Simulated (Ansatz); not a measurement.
in.yaml

```yaml
crystal:
  periodic: [false, false, false]
  atoms:
    - {symbol: Al, position_ang: [0.000000, 0.000000, 0.000000]}
    - {symbol: Al, position_ang: [0.000000, 0.000000, 4.840000]}
basis:
  gaussian: {orbitals: def2-SVP}
magnetization: {spin_polarized: false}
hamiltonian: {xc: hf}
output: {orbitals: {seedname: orbitals}}
```

```sh
$ ansatz run in.yaml --threads 1 --pin off --events-out ev --progress --plain --max-ram 2393MiB
```

Log:

```
316 factors; integrals over basis functions are off by at most 2.6e-4 eV
mean field evaluation 1: about -13157.4901 eV, gradient 2.9e0 eV
mean field evaluation 2: about -13157.4890 eV, gradient 2.9e0 eV
mean field evaluation 4: about -13157.6046 eV, gradient 2.9e-1 eV
mean field evaluation 8: about -13157.6058 eV, gradient 1.0e-5 eV
mean field evaluation 16: about -13157.2974 eV, gradient 9.9e-1 eV
mean field evaluation 32: about -13155.6131 eV, gradient 5.2e0 eV
mean field -13157.60580639 eV, -483.5330948393 hartree, gradient 2.3e-5 eV, S^2 0.000000; 0 other end points of the search recorded, 0 dependent functions left out
reference -13157.60580639 eV, -483.5330948393 hartree; 13, 13 occupied and 23, 23 virtual orbitals, 316 factors
Total energy: -13157.60580639 eV, -483.5330948393 hartree
```

Ran on 1 thread of Arm Neoverse V1, shared host: 0.18 s wall, 0.15 GiB peak host memory.
